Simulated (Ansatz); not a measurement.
Relaxation of C2H5O (8 atoms, charge -1, multiplicity 1), to a largest force component of 0.02 eV/Å in at most 50 steps.

Computed with Ansatz 0.2.0, UKS B3LYP/def2-SVP.

```xyz
8
Properties=species:S:1:pos:R:3
C -0.446 0.594 -0.264
C 0.478 -0.571 0.268
O 1.695 -0.243 0.563
H -1.455 0.231 -0.482
H -0.016 1.016 -1.171
H -0.506 1.383 0.486
H 0.381 -1.391 -0.549
H -0.131 -1.020 1.149
```

Problem. Where does it end, and by what steps?

Solution. It converged. Limits of this set-up: an anion without diffuse functions, the dipole of an ion depends on the origin. After 4 steps the energy has fallen by 0.044 eV; O3 moved furthest, 0.05 Å.

```tsv
step	energy less start (eV)	largest force component (eV/Å)	accepted
0	0.0000	0.771	yes
1	-0.0402	0.228	yes
2	-0.0439	0.085	yes
3	-0.0442	0.039	yes
4	-0.0443	0.004	yes
```

```xyz
8
Properties=species:S:1:pos:R:3
C -0.444 0.575 -0.259
C 0.492 -0.571 0.272
O 1.704 -0.197 0.552
H -1.479 0.239 -0.494
H 0.006 1.018 -1.169
H -0.492 1.383 0.497
H 0.358 -1.407 -0.540
H -0.144 -1.039 1.140
```

Run time: 8.7 s on 2 threads of Arm Neoverse V1, on a shared host, peak memory 0.15 GiB.
